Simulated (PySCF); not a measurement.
Species: C3H4F2N (charge +1).
Numbering: `[CH3:1][N+:2]#[C:3][CH:4]([F:5])[F:6]` (hydrogens: H7, H8, H9 on C1; H10 on C4)

Theory: MP2 and CCSD/aug-cc-pVDZ in PySCF, restricted Hartree–Fock reference, 6 core orbitals frozen, non-relativistic, gas phase, PBE0-D3(BJ)/def2-SVP geometry.

E(HF) = -368.99822 Eh.

(1) How large is the problem?

(2) What are the MP2 and CCSD correlation energies?

(3) What is the T1 diagnostic?

Results:

(1) 174 basis functions and 46 electrons; 6 orbitals frozen, which leaves o = 17 correlated occupied and v = 151 virtual orbitals. That is o·v = 2567 singles and o·v(o·v + 1)/2 = 3296028 distinct closed-shell doubles amplitudes before symmetry; the costliest CCSD step grows as o²v⁴ = 1.5 × 10^11.

(2) MP2 -0.9640 Eh and CCSD -0.9946 Eh, which gives totals of -369.96221 and -369.99280 Eh. That is 0.796 eV for each correlated electron at CCSD (2611 kJ/mol in all, 0.269 % of the total energy); MP2 gives 96.9 % of the CCSD value.

(3) 0.0136, below the customary warning level of 0.02. It is the norm of the spatial-orbital singles amplitudes over the root of the number of correlated electrons, so the norm is 0.079.

No triples correction and no basis-set extrapolation were made.
